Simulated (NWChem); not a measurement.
System meant: Li anion

Here is an NWChem input.

```
start job
memory heap 200 mb stack 900 mb global 1100 mb
charge -1
geometry units angstroms noautoz
  Li     0.000000     0.000000     0.000000
end
basis spherical
  Li library def2-svp
end
dft
  xc xpbe96 cpbe96
  iterations 4
  mulliken
end
task dft energy
```

End of the output:

```
 Vector    4  Occ=0.000000D+00  E= 1.437831D-01
              MO Center=  1.2D-12,  5.0D-13,  1.9D-12, r^2= 3.9D+00
   Bfn.  Coefficient  Atom+Function         Bfn.  Coefficient  Atom+Function
  ----- ------------  ---------------      ----- ------------  ---------------
     9      0.769279  1 Li pz                 7      0.486401  1 Li px
     8      0.199207  1 Li py                 6      0.093836  1 Li pz
     4      0.059331  1 Li px

 Vector    5  Occ=0.000000D+00  E= 1.437831D-01
              MO Center= -2.8D-13,  8.2D-13, -3.4D-14, r^2= 3.9D+00
   Bfn.  Coefficient  Atom+Function         Bfn.  Coefficient  Atom+Function
  ----- ------------  ---------------      ----- ------------  ---------------
     8      0.880245  1 Li py                 7     -0.303175  1 Li px
     5      0.107372  1 Li py                 4     -0.036981  1 Li px
     9     -0.036251  1 Li pz

     ---------------------------------------------
      Total Density - Mulliken Population Analysis
     ---------------------------------------------

    Atom       Charge   Shell Charges
 -----------   ------   -------------------------------------------------------
    1 Li   3     4.00   1.99  0.49  1.52  0.00  0.00

     -------------------------------------------
      Total Density - Lowdin Population Analysis
     -------------------------------------------

    Atom       Charge   Shell Charges
 -----------   ------   -------------------------------------------------------
    1 Li   3     4.00   1.98  0.74  1.28  0.00  0.00
 ------------------------------------------------------------------------
 dft energy failed                                                                                  0
 ------------------------------------------------------------------------
 ------------------------------------------------------------------------
  current input line :
    15: task dft energy
 ------------------------------------------------------------------------
 ------------------------------------------------------------------------
 This type of error is most commonly associated with calculations not reaching convergence criteria
 ------------------------------------------------------------------------
 For more information see the NWChem manual at https://nwchemgit.github.io

0:dft energy failed:Received an Error in Communication
```

Question: Can this run be used? If not, why, and what is the fix?

Answer: The run did not converge; its last values are not results. Cause: the SCF was allowed too few iterations. This input runs:
```
start job
memory heap 200 mb stack 900 mb global 1100 mb
charge -1
geometry units angstroms noautoz
  Li     0.000000     0.000000     0.000000
end
basis spherical
  Li library def2-svp
end
dft
  xc xpbe96 cpbe96
  iterations 150
  mulliken
end
task dft energy
```
It converges to -7.47055 Ha (PBE/def2-SVP).
